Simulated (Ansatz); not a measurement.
Problem. Name a neutral molecule of C, Cl, N and H with HOMO energy (PBE0/def2-TZVPP) between -6.60 and -6.30 eV and HOMO energy (ωB97M-V/def2-TZVPP) between -8.75 and -8.45 eV (Ansatz, PBE0-D4/def2-TZVP geometry).

Solution. `CN=C=CCl` (-6.52 eV, -8.66 eV); `C=C(N)Cl` (-6.42 eV, -8.63 eV). Other molecules can fit too; these were computed, each in one conformer that needn't be the lowest.
